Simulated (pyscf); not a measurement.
Structures and frequencies: ωB97X-D3(BJ)/def2-SVP in PySCF.

**Question.** alane (AlH₃) + silanol (HO–SiH₃) -> H₂Al–O–SiH₃ + hydrogen (H₂)
Surface: singlet. Broken: Al–H, H–O. Formed: Al–O, H–H. Give ΔE‡ and ΔE from ωB97M-D3(BJ)/def2-TZVP, relative to the separated reactants.

**Answer.** ΔE‡ = -7.6 kcal/mol, ΔE = -35.0 kcal/mol. Zero-point energy shifts the barrier by +0.2 kcal/mol. It is a four-centre exchange, with an imaginary mode of 1315i cm⁻¹. On the reactant side the descent ends in an adduct with a Al–O contact, 23.5 kcal/mol under the separated species and 14.3 kcal/mol under the saddle at ωB97X-D3(BJ)/def2-TZVP. At ωB97M-D3(BJ) the saddle lies under the separated reactants, which points to a path from their complex (located at ωB97X-D3(BJ) alone). What is counted as formed (Al–O) is already present as a longer contact in the reactant adduct; forming that adduct is a step of its own. At the saddle there is also a short Al–H contact that neither side keeps. One saddle was located; it need not be the lowest between these sides.
